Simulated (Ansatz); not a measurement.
`CCCSC` + H₂ → propane + CH₃SH at 400 K and 1 bar (hydrogenolysis of a C–S bond).

Calculated with Ansatz (gas phase, PBE0-D4/def2-TZVP geometries, no zero-point term in ΔE). CCSD(T)/CBS is the MP2 limit (def2-TZVPP, def2-QZVPP) plus CCSD(T) − MP2 in def2-TZVPP, frozen cores. This one scheme is used for every species. Each species was taken in one conformer, which may not be the lowest.

```json
{"species": "`CCCSC`", "CCSD(T)/CBS energy (Eh)": "-556.01135", "H − E (kJ/mol)": "383.9", "S (J/(mol·K))": "388.7"}
{"species": "H₂", "CCSD(T)/CBS energy (Eh)": "-1.17544", "H − E (kJ/mol)": "38.0", "S (J/(mol·K))": "139.0"}
{"species": "`CCC`", "CCSD(T)/CBS energy (Eh)": "-118.98051", "H − E (kJ/mol)": "294.1", "S (J/(mol·K))": "291.8"}
{"species": "CH₃SH", "CCSD(T)/CBS energy (Eh)": "-438.22835", "H − E (kJ/mol)": "138.7", "S (J/(mol·K))": "269.4"}
```

H − E and S are ideal-gas, rigid-rotor, harmonic terms from PBE0-D4/def2-TZVP, for one conformer and one mirror image of each species. The MP2-based limit puts H₂ 0.8 mEh under its directly extrapolated value; such offsets cancel only in part. 1 Eh = 2625.50 kJ/mol, R = 8.31446 J/(mol·K).

Question: By hand: ΔE, ΔH, ΔS and ΔG.

Answer: ΔE = (-118.98051) + (-438.22835) − (-556.01135) − (-1.17544) = -0.02207 Eh = -57.9 kJ/mol. Δ(H − E) = 294.1 + 138.7 − 383.9 − 38.0 = 10.9, so ΔH = -47.0 kJ/mol. ΔS = 291.8 + 269.4 − 388.7 − 139.0 = 33.5 J/(mol·K). ΔG = -47.0 − 400 × (33.5)/1000 = -60.4 kJ/mol.

Question: By hand: the equilibrium constant, and the temperature at which ΔG would vanish if ΔH and ΔS stayed fixed.

Answer: log₁₀ K = −ΔG/(RT ln 10) = 7.9. ΔH and −TΔS have one sign here, so there is no such temperature.

ΔH outweighs TΔS. A doubt of 5 kJ/mol in ΔE shifts log₁₀ K by 0.7 here. Other conformers and mirror images would add mixing entropy, several J/(mol·K) or more a flexible species. Modes under 60 cm⁻¹, often nearly free rotors, make the harmonic entropy too high. These are equilibria of isolated gas molecules and say nothing of rates. Largest T1 diagnostic: 0.009 (customary marks: 0.02 for closed shells, 0.045 for open ones).
